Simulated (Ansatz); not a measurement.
in.yaml

```yaml
crystal:
  periodic: [false, false, false]
  atoms:
    - {symbol: Be, position_ang: [0.000000, 0.000000, 0.000000]}
    - {symbol: H, position_ang: [0.000000, 0.000000, 1.222000]}
basis:
  gaussian: {orbitals: def2-SVP}
total_charge: 1
correlation: {active_space: {window: {electrons: 2, orbitals: 4}, fixed_orbitals: true}}
accuracy: high
output: {forces: true}
```

```sh
$ ansatz run in.yaml --threads 1 --pin off --events-out ev --progress --plain --max-ram 2393MiB
```

(1) Roughly how long does this take on 1 thread of Intel Xeon, shared host, and how much host memory?

```
287 factors; integrals over basis functions are off by at most 4.5e-9 eV
mean field evaluation 1: about -403.4039 eV, gradient 6.0e0 eV
mean field evaluation 2: about -403.4030 eV, gradient 6.0e0 eV
mean field evaluation 4: about -403.6003 eV, gradient 3.8e-1 eV
mean field evaluation 8: about -403.6026 eV, gradient 1.6e-4 eV
mean field -403.60261908 eV, -14.8321226796 hartree, gradient 1.7e-8 eV, S^2 0.000000; 0 other end points of the search recorded, 0 dependent functions left out
reference -403.60261908 eV, -14.8321226796 hartree; 2, 2 occupied and 12, 12 virtual orbitals, 287 factors
state -403.69434275 eV, -14.8354934621 hartree
the calculation of the forces begins
Total energy: -403.69434275 eV, -14.8354934621 hartree
Atom 0 at     0.000000     0.000000     0.000000 Å, force    -0.000000    -0.000000    -2.192431 eV/Å
Atom 1 at     0.000000     0.000000     1.222000 Å, force     0.000000    -0.000000     2.192431 eV/Å
Dipole moment:     0.000000    -0.000000    -0.782954 e Å
```

Natural occupations: 1.9920 0.0030 0.0030 0.0021.

Forces (eV/Å):
```
Be   0.000  0.000 -2.192
H    0.000  0.000  2.192
```

Answers

(1) 0.12 s wall and 0.08 GiB.
